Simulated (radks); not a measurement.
# P³⁺ in [He] 2s1.75 2p6 3s2 3p0.25: an all-electron calculation

Wanted: eigenvalues, radial structure and energy terms of the phosphorus ion P3+.

Program: radks (a radial shooting solver on a logarithmic mesh, Libxc functionals) version 1. Level of theory: scalar-relativistic Kohn-Sham, PBE, spin-polarised, spherical densities, point nucleus; open shells are filled with parallel spins first. These are calculated values, not measurements, unless marked.

## 1. What is computed

| Item | Value |
| --- | --- |
| element | phosphorus (Z = 15) |
| charge | +3 |
| electrons | 12 |
| configuration | [He] 2s1.75 2p6 3s2 3p0.25 |

## 2. The run

Settings of this run:

```text
Z 15
configuration [He] 2s1.75 2p6 3s2 3p0.25 4s0 3d0 4p0 4f0
relativity scalar-relativistic
functional pbe,pbe
spin polarised
nucleus point
c 137.035999084
```

Launch:

```bash
> python run_ks.py task.json out
```

The same process makes all the runs of this session.

Q: Predict the outcome of this run.

**Answer**, as computed:

| quantity | value |
| --- | --- |
| total energy | -338.10589 hartree |
| exchange-correlation share of it | 6.44 % |
| −T/E | 1.0034 |
| highest occupied level | 3p up, -36.649 eV |
| most extended occupied level | 3p up, <r> = 1.80 bohr |
| radius at density 0.001 e/bohr³ | 3.11 bohr |
| maxima of the radial density | 2 |

What this shows: 3 principal shells are occupied and 2 maxima appear in the radial density; where shells overlap, one shows as a shoulder or not at all. −T/E is 1.003: with relativity the kinetic term as defined here no longer equals −E. This is not the tabulated ground configuration, so its levels and sizes aren't those of the ground state, and no measured value stands beside it.
